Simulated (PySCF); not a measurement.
Species: t-cyanovinylacetylene, C₅H₃N.
Atom-mapped SMILES: `[CH:1]#[C:2]/[CH:3]=[CH:4]/[C:5]#[N:6]` (hydrogens: H7 on C1; H8 on C3; H9 on C4)

Computed, not measured: PBE0-D3(BJ)/def2-TZVP geometry optimisation, gas phase in PySCF 2.14.0.

(1) Give the optimised bond lengths and angles.

## Answers

(1) 
| bond | length (pm) | order |
| --- | --- | --- |
| C1≡C2 | 120.3 | triple |
| C2–C3 | 141.0 | single |
| C3=C4 | 134.1 | double |
| C4–C5 | 141.7 | single |
| C5≡N6 | 115.3 | triple |
| C1–H7 | 106.5 | single |
| C3–H8 | 108.6 | single |
| C4–H9 | 108.4 | single |

Orders are formal, as drawn. A selection of angles:
| angle | degrees |
| --- | --- |
| C2–C1–H7 | 179.8 |
| C1–C2–C3 | 178.4 |
| C2–C3–C4 | 123.5 |
| C2–C3–H8 | 117.0 |
| C4–C3–H8 | 119.5 |
| C3–C4–C5 | 122.1 |
| C3–C4–H9 | 121.1 |
| C5–C4–H9 | 116.9 |
| C4–C5–N6 | 178.8 |

Torsions: C2–C3–C4–C5 180° (antiperiplanar).

The 6 heavy atoms lie in one plane (0.001 Å rms). The C–C distances run from 1.203 Å (C1≡C2, drawn triple) to 1.417 Å (C4–C5, drawn single), a spread of 0.214 Å.

Point group: Cs (tolerance 0.08 Å). No frequency check.
